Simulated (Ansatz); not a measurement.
A run for Ansatz (an electronic-structure program): R-BHLYP/def2-TZVPPD on CH7NO (a complex). Files ending in .json are basis or fitting sets from the Basis Set Exchange.

Ansatz 0.2 input:
```yaml
crystal:
  periodic: [false, false, false]
  atoms:
    - {symbol: N, position_ang: [-0.80436863, -0.69219687, -0.35724871]}
    - {symbol: H, position_ang: [-0.90005563, -1.66102787, -0.08139571]}
    - {symbol: H, position_ang: [-1.39350863, -0.57876187, -1.17200871]}
    - {symbol: C, position_ang: [-1.28781363, 0.17588313, 0.72312829]}
    - {symbol: H, position_ang: [-1.18366463, 1.21294913, 0.41527629]}
    - {symbol: H, position_ang: [-2.32564163, 0.00247913, 1.01425929]}
    - {symbol: H, position_ang: [-0.65592763, 0.03619813, 1.59636929]}
    - {symbol: O, position_ang: [1.85803137, 0.51852113, -0.25348871]}
    - {symbol: H, position_ang: [1.04051437, 0.02224913, -0.42664171]}
    - {symbol: H, position_ang: [2.43993337, 0.26002313, -0.96923471]}
basis:
  gaussian:
    orbitals: def2-TZVPPD.json
hamiltonian:
  xc: {name: BHLYP}
scf: {lower_state_search: off}
```

Output:

```
WARN ansatz: RAYON_NUM_THREADS=1 ignored (pool sized by the plan → 1); use --threads N
Functional definition: BHLYP
these checks for a lower state are left out or cut short: stability, starts, cluster_reference, orbital_swaps, neighbouring_geometries, increment
integrals: 0.10 GiB planned
1042 factors; their error is unknown
mean field: 1.16 GiB planned
mean field evaluation 1: about -4680.6447 eV, gradient 6.3e1 eV
mean field evaluation 2: about -4679.2664 eV, gradient 6.9e1 eV
mean field evaluation 4: about -4687.7437 eV, gradient 2.2e0 eV
mean field evaluation 8: about -4687.7521 eV, gradient 2.5e-2 eV
mean field evaluation 16: about -4687.7696 eV, gradient 1.1e-5 eV
mean field -4687.76958644 eV, -172.2723548175 hartree, gradient 4.1e-6 eV, S^2 0.000000; 0 other end points of the search recorded, 0 dependent functions left out
reference -4687.76976779 eV, -172.2723614817 hartree; 14, 14 occupied and 219, 219 virtual orbitals, 1042 factors
Total energy: -4687.76976779 eV, -172.2723614817 hartree
Checks for a lower state left out: stability, starts, cluster_reference, orbital_swaps, neighbouring_geometries, increment
```

The run converged.

Cost: very roughly 2.6 core-seconds.
